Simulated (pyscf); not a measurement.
Optimised with ωB97X-D3(BJ)/def2-SVP in PySCF. Correlated levels are frozen-core, on RHF or UHF. ΔMP2 is the change of the MP2 total energy from the triple- to the quadruple-zeta basis.

Estimate by transition-state theory the rate constant of `[F][SiH3]` + `[F][SiH]` [singlet] -> `[F][Si][F]` [singlet] + `[SiH4]` (singlet surface; F–Si, H–Si broken, F–Si, H–Si formed) at 600 K, with CCSD(T)/def2-TZVPP + ΔMP2(QZVPP) energies (ideal gas, 1 atm, RRHO with modes under 100 cm⁻¹ raised to 100, one conformer, R ln 2 for chiral ones without a mode under 150 cm⁻¹; no tunnelling).

The electronic barrier is 7.3 kcal/mol and the thermal terms add +24.3, so ΔG‡ = 31.6 kcal/mol. With k_BT/h = 1.25e+13 s⁻¹ and RT = 1.192 kcal/mol, and a volume of 8.18e-20 cm³ per molecule at 1 atm, k = 3.1e-18 cm³ molecule⁻¹ s⁻¹. Wigner's tunnelling factor for 353i cm⁻¹ would be 1.03. A shift of 1 kcal/mol in the barrier changes k by a factor 2.3. On the reactant side the descent ends in an adduct with a F–Si contact, 7.4 kcal/mol under the separated species and 9.3 kcal/mol under the saddle at ωB97X-D3(BJ)/def2-TZVP. What is counted as formed (F–Si) is already present as a longer contact in the reactant adduct; forming that adduct is a step of its own. At ωB97X-D3(BJ)/def2-TZVP the barrier from the zero used here is 1.9 kcal/mol. One saddle was located; it need not be the lowest between these sides. The CCSD(T) − MP2 part came from Ansatz, without density fitting, on the same reference.
